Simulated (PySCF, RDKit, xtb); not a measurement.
**Which structure has the formula BNHO?**

Only the formula BNHO is given (odd number of electrons). Aim: find the structure of lowest free energy at 600 K, then its properties.

Plan: many cheap relaxations first (GFN2-xTB), then density-functional screening, relaxation at PBE0-D3(BJ)/def2-SVP, vibrations and a final energy. The numbers are computed, not measured.

1 further run of the same task is left out (set aside as unsound or not needed).

### 1 Candidates

All bonding patterns within simple valence rules are listed by program: one Lewis structure each, at most two rings and one unusual centre or charged pair. O–O, O–halogen and N–halogen bonds and N–N–N chains are not drawn. That gives 9 candidates.

| label | SMILES | spin |
| --- | --- | --- |
| c034 | [B]=[O+][NH-] | doublet |
| c133 | [N]=BO | doublet |
| c186 | [BH][O+]=[N-] | doublet |
| c430 | B1[N]O1 | doublet |
| c565 | [B]1NO1 | doublet |
| c581 | [B]=[NH+][O-] | doublet |
| c643 | [B]=NO | doublet |
| c745 | [NH]B=O | doublet |
| c907 | [BH]N=O | doublet |

Candidates are built by distance geometry, with a force field where one applies, in up to four conformers (letters a to d). 16 starts with atoms placed at random are added, to find patterns that the rules miss.

Q: Predict the outcome of this search (final energies at CCSD(T)/def2-SVP + MP2/def2-TZVPP - MP2/def2-SVP).

| quantity | value |
| --- | --- |
| lowest structure found | [NH]B=O, doublet, Cs |
| next finalist | [N]=BO, doublet, 29.0 kcal/mol higher in G |
| share at equilibrium, among the finalists | 100.0 % |
| harmonic wavenumbers, lowest and highest (PBE0-D3(BJ)/def2-SVP) | 413 and 3562 cm⁻¹ |
| rotational constants, same geometry | 22.34, 0.3116, 0.3073 cm⁻¹ |
| lowest excitation (TD-B3LYP/def2-SVPD) | 1.22 eV (f = 0.001) |
| strongest of the states computed, same level | 3.56 eV (f = 0.069) |

The lowest structure found is `[NH]B=O`. The margin of 29.0 kcal/mol over the next finalist is beyond the usual error of the last level; it says nothing of structures that weren't ranked. GFN2-xTB, HF/STO-3G, r2SCAN-D4/def2-SVP, PBE0-D3(BJ)/def2-SVP, HF/def2-SVP and MP2/def2-SVP already put its bonding pattern lowest among the structures in one piece. The stability test raises a flag; for an open shell a flag towards a general spinor solution can be the free rotation of the spin. Lowest found is not proven lowest: the search is finite, and each finalist counts with one conformer.
